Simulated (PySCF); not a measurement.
Species: sulfuryl chloride fluoride, ClFO₂S.
Numbering: `[O:1]=[S:2](=[O:3])([F:4])[Cl:5]`

Geometry (PBE0-D3(BJ)/def2-SVP, Å), atoms numbered from 1 in this order:
```xyz
5
ClFO2S angstrom
O      0.0023   -1.1200   -1.0658
S     -0.0355   -0.2129    0.0393
O     -0.0336   -0.6134    1.4122
F     -1.2970    0.7266   -0.1706
Cl     1.3772    1.2235   -0.2323
```

Method used: core-valence-separated Tamm–Dancoff BHandHLYP/aug-pcX-1 (def2-SVPD on Cl, def2-SVPD on S) in PySCF, non-relativistic, gas phase, PBE0-D3(BJ)/def2-SVP geometry.

Computed fluorine K-edge spectrum, Gaussian lines of 0.6 eV full width, highest printed point 100; it ends one width below the last computed root. The energies are unshifted.

(photon energy (eV), absorption): (682.8, 0), (683.0, 5), (683.2, 24), (683.4, 67), (683.6, 100), (683.8, 81), (684.0, 35), (684.2, 8), (684.4, 1), (684.6, 0), (684.8, 0), (685.0, 0), (685.2, 0), (685.4, 0), (685.6, 0), (685.8, 0), (686.0, 0), (686.2, 0), (686.4, 0), (686.6, 3), (686.8, 9), (687.0, 17), (687.2, 17), (687.4, 9), (687.6, 3), (687.8, 1), (688.0, 1), (688.2, 5), (688.4, 12), (688.6, 16), (688.8, 13), (689.0, 15), (689.2, 26), (689.4, 39), (689.6, 46), (689.8, 40), (690.0, 23), (690.2, 11), (690.4, 5)

Question: Where are the maxima, and which lines make them up?

Answer: 4 maxima:
- 683.6 eV: F4 (sulfur-bound fluorine), 683.63 eV, f = 0.038, 100 % of the height at the exact maximum
- 687.1 eV: F4 (sulfur-bound fluorine), 687.10 eV, f = 0.007, 100 % of the height at the exact maximum
- 688.6 eV: F4 (sulfur-bound fluorine), 688.58 eV, f = 0.006, 97 % of the height at the exact maximum
- 689.6 eV: F4 (sulfur-bound fluorine), 689.72 eV, f = 0.014, 74 % of the height at the exact maximum; F4 (sulfur-bound fluorine), 689.32 eV, f = 0.009, 26 % of the height at the exact maximum

Roots within 0.03 eV on the same or equivalent atoms count as one line; shares under 12 % aren't listed.

Vibrational structure and lifetime widths aren't in the curve. The ionisation threshold wasn't computed; near and above it a finite basis only mimics Rydberg series and continuum.

The run took 6.0 s wall on Intel Xeon Platinum 8375C at 2.90 GHz, one thread, no GPU, shared host with 96 logical CPUs at a one-minute load of 39, and the process peaked at 0.62 GiB of memory.
